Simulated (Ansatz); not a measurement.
# fcc Ni

Level of theory: PBEsol (plane waves, PAW; Ansatz, a first-principles code).

Numerical settings: plane-wave cutoff 500 eV, 30×30×1 k mesh (along the axes of the cell as run), Fermi–Dirac smearing 0.1 eV, scalar-relativistic PAW data made under PBE.

Cell: relaxed at this level.

- surface energy of the (111) face = 2.33 J/m²
- work function of the (111) face = 5.24 eV

The slab of 6 atoms is relaxed and unreconstructed.

Static lattice: no zero-point or thermal effects.
